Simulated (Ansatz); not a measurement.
# C3H6FNO: molecular dynamics

Aim: follow the molecule's vibrations and see whether its bonds hold. The start is relaxed first. Runs: 40 steps of 2.5 fs under a Nosé-Hoover thermostat at 3000 K. SMILES of the start: CN1COC1F.

Method: UKS PBE0-D4/STO-3G, in Ansatz 0.2.0.

## Step 1: Starting point

Bond lengths: C1–N2 1.470 Å, N2–C3 1.437 Å, C3–O4 1.493 Å, N2–C5 1.458 Å, O4–C5 1.491 Å, C5–F6 1.368 Å, C1–H7 1.071 Å, C1–H8 1.052 Å, C1–H9 1.172 Å, C3–H10 1.074 Å, C3–H11 1.109 Å, C5–H12 1.088 Å. Angles (14 of 22 angles, heavy atoms first): C1–N2–C3 107.2°, C1–N2–C5 110.5°, C3–N2–C5 88.0°, N2–C3–O4 91.4°, C3–O4–C5 84.8°, N2–C5–O4 90.7°, N2–C5–F6 114.7°, O4–C5–F6 112.9°, N2–C1–H7 115.5°, N2–C1–H8 108.7°, N2–C1–H9 106.6°, N2–C3–H10 117.7°, N2–C3–H11 117.8°, O4–C3–H10 107.9°.

As a file:

```xyz
12

C    -1.0325   -0.6992    0.5291
N    -0.4110    0.0898   -0.5437
C     0.8751   -0.4925   -0.8099
O     1.5396    0.4537    0.1344
C     0.2831    1.2459    0.0098
F    -0.1972    1.6769    1.2164
H    -0.4296   -0.8452    1.4026
H    -1.3823   -1.6042    0.1233
H    -1.9703   -0.0952    0.8889
H     1.3008   -0.3390   -1.7839
H     1.0500   -1.5351   -0.4747
H     0.4513    2.0887   -0.6582
```

## Step 2: Preparing the start

input.yaml

```yaml
crystal:
  periodic: [false, false, false]
  atoms:
    - { symbol: C, position_ang: [-1.0325, -0.6992, 0.5291] }
    - { symbol: "N", position_ang: [-0.411, 0.0898, -0.5437] }
    - { symbol: C, position_ang: [0.8751, -0.4925, -0.8099] }
    - { symbol: O, position_ang: [1.5396, 0.4537, 0.1344] }
    - { symbol: C, position_ang: [0.2831, 1.2459, 0.0098] }
    - { symbol: F, position_ang: [-0.1972, 1.6769, 1.2164] }
    - { symbol: H, position_ang: [-0.4296, -0.8452, 1.4026] }
    - { symbol: H, position_ang: [-1.3823, -1.6042, 0.1233] }
    - { symbol: H, position_ang: [-1.9703, -0.0952, 0.8889] }
    - { symbol: H, position_ang: [1.3008, -0.339, -1.7839] }
    - { symbol: H, position_ang: [1.05, -1.5351, -0.4747] }
    - { symbol: H, position_ang: [0.4513, 2.0887, -0.6582] }
magnetization:
  spin_polarized: true
basis:
  gaussian: { orbitals: STO-3G }
hamiltonian:
  xc: pbe0
  dispersion: d4
relax:
  f_tol: 0.02
  max_steps: 40
```

Launch:

```bash
ansatz run input.yaml --threads 1 --pin off --max-ram 2048MiB --backend cpu --events-out ev --progress --plain --runs-dir out
```

The runs that follow: The run.

What does the calculation give? Wanted: relaxation of the start; temperature, first and last step; temperature, second half; potential energy, second half; largest change of the conserved energy; bonds formed or broken.

As calculated:

| quantity | value |
| --- | --- |
| relaxation of the start | 11 moves, 0.827 eV lower |
| length | 40 steps of 2.5 fs |
| temperature, first and last step | 3000 and 1672 K |
| temperature, second half | mean 2129 K, from 1221 to 5269 K |
| potential energy, second half | +1262 meV/atom from the start |
| largest change of the conserved energy | 9335.24 meV/atom |
| bonds formed or broken | 3 |

The temperature runs away to 65825 K: the integration has become unstable, and nothing after that is physical. 100 fs on 12 atoms is far too short and small for converged averages. The nuclei move classically, without zero-point motion, which matters most for hydrogen. The basis is very small, so the numbers are rough.
